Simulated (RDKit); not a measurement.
**C2H7NO (SMILES CC(N)O): UFF**

Wanted: a geometry optimisation of C2H7NO. The job is set up through a Python script.

The results are computed with RDKit 2026.09.1.

1 further run of the same task is left out (set aside as unsound or not needed).

## (1) The molecule

C2H7NO: 11 atoms, total charge 0, spin state singlet. As SMILES, `CC(N)O`. Geometry: relaxed at GFN2-xTB. This is one conformer, not always the lowest. The run starts from this shape.

Bond lengths: C1–C2 1.522 Å, C2–N3 1.440 Å, C2–O4 1.422 Å, C1–H5 1.085 Å, C1–H6 1.085 Å, C1–H7 1.087 Å, C2–H8 1.103 Å, N3–H9 1.014 Å, N3–H10 1.014 Å, O4–H11 0.964 Å. Some angles: C1–C2–N3 109.7°, C1–C2–O4 107.1°, N3–C2–O4 113.8°, C1–C2–H8 109.9°, N3–C2–H8 107.0°, O4–C2–H8 109.4°, C2–C1–H5 109.7°, C2–C1–H6 109.4°, C2–C1–H7 109.4°, C2–N3–H9 110.3°.

## (2) A structure relaxation at UFF

Contents of mol.sdf:

```

     RDKit          3D

 11 10  0  0  0  0  0  0  0  0999 V2000
   -0.5596    0.8968   -0.7474 C   0  0  0  0  0  0  0  0  0  0  0  0
   -0.2375   -0.2690    0.1767 C   0  0  2  0  0  0  0  0  0  0  0  0
    0.7818    0.1231    1.1155 N   0  0  0  0  0  0  0  0  0  0  0  0
    0.1341   -1.3665   -0.6471 O   0  0  0  0  0  0  0  0  0  0  0  0
   -1.3880    0.6319   -1.3966 H   0  0  0  0  0  0  0  0  0  0  0  0
   -0.8178    1.7674   -0.1537 H   0  0  0  0  0  0  0  0  0  0  0  0
    0.3085    1.1199   -1.3622 H   0  0  0  0  0  0  0  0  0  0  0  0
   -1.1306   -0.5391    0.7644 H   0  0  0  0  0  0  0  0  0  0  0  0
    1.6143    0.4301    0.6243 H   0  0  0  0  0  0  0  0  0  0  0  0
    1.0389   -0.6409    1.7311 H   0  0  0  0  0  0  0  0  0  0  0  0
    0.2558   -2.1537   -0.1049 H   0  0  0  0  0  0  0  0  0  0  0  0
  2  1  1  0
  3  2  1  0
  4  2  1  0
  5  1  1  0
  6  1  1  0
  7  1  1  0
  2  8  1  1
  9  3  1  0
 10  3  1  0
 11  4  1  0
M  END
$$$$
```

Contents of ff.py:

```python
# UFF minimise with RDKit
import json
import numpy as np
from rdkit import Chem
from rdkit.Chem import AllChem

m = Chem.MolFromMolFile("mol.sdf", removeHs=False)
symbols = [a.GetSymbol() for a in m.GetAtoms()]
start = m.GetConformer().GetPositions().copy()

ff = AllChem.UFFGetMoleculeForceField(m)
e0 = ff.CalcEnergy()
print(f"start   E = {e0:.5f} kcal/mol")
path, flag, n = [], 1, 0
while flag and n < 2000:
    flag = ff.Minimize(maxIts=20, forceTol=0.0001)
    n += 20
    path.append((n, ff.CalcEnergy(), m.GetConformer().GetPositions().tolist()))
    print(f"{n:5d}   E = {path[-1][1]:.5f} kcal/mol")
print("converged" if flag == 0 else "iteration limit reached")
final = m.GetConformer().GetPositions()
for a, p in zip(symbols, final):
    print(f"{a:<2} {p[0]:11.5f} {p[1]:11.5f} {p[2]:11.5f}")
print(f"energy gained {e0 - path[-1][1]:.4f} kcal/mol")
json.dump(dict(symbols=symbols, start=start.tolist(), start_energy=e0, energy=path[-1][1], final=final.tolist(), path=path, success=flag == 0), open("results.json", "w"))
```

Launch:

```sh
$ python ff.py
```

What values should one expect? Wanted: steric energy.

Answer, from the run:

Level: UFF.

| quantity | value |
| --- | --- |
| steric energy (arbitrary zero) | 0.00476 Eh |

**Reading.** At the final geometry: Bond lengths: C1–C2 1.525 Å, C2–N3 1.463 Å, C2–O4 1.404 Å, C1–H5 1.111 Å, C1–H6 1.111 Å, C1–H7 1.111 Å, C2–H8 1.115 Å, N3–H9 1.046 Å, N3–H10 1.046 Å, O4–H11 0.993 Å. Some angles: C1–C2–N3 109.8°, C1–C2–O4 109.4°, N3–C2–O4 110.3°, C1–C2–H8 108.0°, N3–C2–H8 109.3°, O4–C2–H8 110.0°, C2–C1–H5 109.9°, C2–C1–H6 110.0°, C2–C1–H7 110.4°, C2–N3–H9 108.8°. The optimisation took 100 steps and changed the energy by -0.214 eV.
